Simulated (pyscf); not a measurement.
Thermochemistry of product channels of TeH₂ + methyl (CH₃•) on the doublet surface, in kcal/mol, from CCSD(T)/def2-TZVPP + ΔMP2(QZVPP) energies (ideal gas, 1 atm, RRHO with modes under 100 cm⁻¹ raised to 100, one conformer, R ln 2 for rigid chiral ones). Structures and frequencies: ωB97X-D3(BJ)/def2-SVP in PySCF. Correlated levels are frozen-core, on RHF or UHF. ΔMP2 is the change of the MP2 total energy from the triple- to the quadruple-zeta basis.

| products | ΔE | ΔH(298 K) | ΔG(298 K) | ΔG(1200 K) |
|---|---|---|---|---|
| H₃C–TeH + H atom (H•) | +12.0 | +12.5 | +14.7 | +19.9 |
| TeH• + methane (CH₄) | -36.9 | -32.3 | -30.6 | -23.7 |

These are energies of the channels, which say nothing of barriers. The CCSD(T) − MP2 part came from Ansatz, without density fitting, on the same reference. The frozen core leaves the outer d or s,p core shells of the metals and heavy elements correlated in the MP2 and CC values, and def2-TZVPP describes them poorly, which can shift differences by a few kcal/mol. Left out: orbital degeneracy and the spin-orbit lowering of TeH, which is large for Br, Se, Te and I. Elements past Kr carry the def2 core potentials, without spin-orbit coupling.
